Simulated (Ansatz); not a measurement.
System: hcp Be. Method: r²SCAN0 in Ansatz (PAW).

Settings: plane-wave cutoff 520 eV, 15×15×8 k mesh (along the axes of the cell as run), Fermi–Dirac smearing 0.05 eV, scalar-relativistic PAW data made under PBE.

Computed at the level's own relaxed cell.

Q: Give the computed lattice parameter a and lattice parameter c.

A: 
lattice parameter a: 2.255 Å
lattice parameter c: 3.574 Å

Measured, for comparison: lattice constant a 2.286 Å (293 K, not corrected to a static lattice, our sources range from 2.286 to 2.290; as tabulated in Wikipedia's data pages); lattice parameter c 3.584 Å (293 K, not corrected to a static lattice; as tabulated in Wikipedia's data pages). Computed (rounded) less measured: lattice constant a -1.4 % (-1.4 % to -1.5 % over the range), lattice parameter c -0.3 %. A static lattice is as a rule a little smaller and stiffer than an uncorrected measurement, which narrows the difference in the lattice constant a and would widen misses of the other sign.

Ansatz is a program for electronic structure.
